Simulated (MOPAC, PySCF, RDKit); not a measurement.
Dimer: H2O (SMILES O) (first 3 atoms) with CH5N (SMILES CN); geometry from S66by8 set.
(charge 0, multiplicity 1):
```xyz
10

O     -2.4349    -0.5719    -0.0063
H     -2.7936     0.3158     0.0261
H     -1.4734    -0.4343     0.0099
N      1.0397    -0.3352     0.0219
H      1.3350    -0.8878    -0.7729
H      1.3497    -0.8459     0.8387
C      1.6990     0.9732    -0.0184
H      1.3885     1.5549     0.8461
H      2.7903     0.9339    -0.0273
H      1.3723     1.5091    -0.9062
```

Counterpoise-corrected where a basis set is named; no monomer relaxation. Rows marked so take none.

Rows in STO-3G carry no dispersion term and start afresh at each structure. The state that PM6, PM7 reach isn't checked; PM7 holds dispersion and hydrogen-bond terms.

Programs: MOPAC for PM6, PM7 (differences of heats of formation); PySCF for STO-3G rows; RDKit for the force fields. Values without a source in brackets are computed.

One of these levels gives -3.20 kcal/mol for the interaction energy. Which?
(A) PM7
(B) HF/STO-3G (no counterpoise)
(C) MMFF94
(D) PM6

B, HF/STO-3G (no counterpoise). The others give -4.12 (MMFF94), -3.67 (PM6), -5.71 (PM7)
